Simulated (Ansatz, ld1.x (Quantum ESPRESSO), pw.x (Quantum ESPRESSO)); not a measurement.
**lithium (bcc): variants of one TM potential in the solid**

| Quantity | Value |
| --- | --- |
| Element | lithium (Li) |
| Generator | ld1.x (Quantum ESPRESSO) 7.5 |
| Type | norm-conserving Troullier–Martins (Kleinman–Bylander form) |
| Functional | PBE |
| Relativity | scalar-relativistic |
| Frozen core | [He] |
| Valence charge | 1 |
| Reference configuration | 2s1 2p0 |
| Partial waves | 2s (bound): rc 2.40 bohr; 2p (bound, empty): rc 4.20 bohr; 3d channel at 0.4 Ry: rc 3.25 bohr |
| Local potential | the d channel |
| Core correction | none |

Crystal test: bcc Li in pw.x 7.5, no spin, 13³ k-points, Fermi–Dirac smearing 0.01 Ry, cutoffs set for each file from its atomic test. The reference is all-electron LAPW (Ansatz 0.2.0) with the same functional, mesh and smearing; V0 and B0 come from Birch–Murnaghan fits to the pressures at five volumes. Errors are pseudo minus all-electron; Δ is the rms difference of the E(V) curves that follow from these fits, minima aligned, over ±6 % about the mean V0. Mesh and smearing are coarse, so the numbers serve the comparison and aren't converged zero-temperature values; the lattice is a test structure that the element need not adopt.

All-electron: a0 = 3.436 Å (V0 = 20.29 Å³/atom), B0 = 13.8 GPa.

Base: The largest radius (4.20 bohr) exceeds half the bond length (2.82 bohr), so the spheres overlap, which is one possible source of error among others. This is a poor potential for the solid.

A dash in a converged row means that the minimum lies outside the volumes sampled.

| change | cutoffs (Ry) | pw.x | a0 (Å) | a0 error (%) | B0 error (%) | Δ (meV/atom) | mean pressure error (GPa) |
| --- | --- | --- | --- | --- | --- | --- | --- |
| base | 35/140 | converged | – | – | – | – | -0.90 |
| local potential all-electron potential smoothed inside 3.80 bohr (lloc = -1) | 35/140 | converged | 3.396 | -1.16 | -7.8 | 2.1 | -0.42 |
| all radii scaled by about 1.12 (s 2.70, p 4.72, d 3.64 bohr) | 35/140 | converged | – | – | – | – | -1.28 |
| core correction a·sin(br)/r model core inside 1.56 bohr | 50/200 | converged | – | – | – | – | -1.04 |
| wave 3d channel at 0.4 Ry: rc 3.25 bohr becomes 3d channel at 0.4 Ry: rc 2.88 bohr | 35/140 | converged | – | – | – | – | -0.90 |

(1) Give the row for: wave 2p (bound): rc 4.20 bohr becomes 2p (bound): rc 6.02 bohr.

Answers

(1) pw.x: converged; mean pressure error (GPa): -3.60.
